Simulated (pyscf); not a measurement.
`[GaH2][AsH2]` + `[AsH3]` -> `[AsH2][GaH][AsH2]` + `[H][H]` (four-centre exchange; singlet surface; Ga–H, As–H broken, As–Ga, H–H formed). Single points on ωB97X-D3(BJ)/def2-SVP structures (PySCF, gas phase). Rate constants from transition-state theory, ωB97M-D3(BJ)/def2-TZVP energies (ideal gas, 1 atm, RRHO with modes under 100 cm⁻¹ raised to 100, one conformer, R ln 2 for chiral ones without a mode under 150 cm⁻¹; no tunnelling), k in cm³ molecule⁻¹ s⁻¹.

```
T (K)  1000/T  log10 k
-----  ------  -------
298     3.354   -30.90
600     1.667   -21.95
900     1.111        ?
1200    0.833   -17.07
```

### Question
Fit an Arrhenius line to the three values, give the activation energy, and predict k at 900 K.

### Answer
Least squares gives log10 k = -12.65 − 5.46 × 1000/T, so Ea = 5.46 × ln 10 × 1.987 = 25.0 kcal/mol, against an electronic barrier of 22.6. At 900 K the line gives -18.72; the computed value is -18.78 (ΔG‡ = 54.1 kcal/mol), a factor 1.2 under the line, since the plot is curved. On the reactant side the descent ends in a complex (not fully relaxed), 5.4 kcal/mol under the separated species and 23.6 kcal/mol under the saddle at ωB97X-D3(BJ)/def2-TZVP. At the saddle there is also a short Ga–H contact that neither side keeps. At ωB97X-D3(BJ)/def2-TZVP the barrier from the zero used here is 18.2 kcal/mol. This is the saddle that the search found; another between the same sides may lie lower. Elements up to Kr have no core potential and no relativistic terms here.
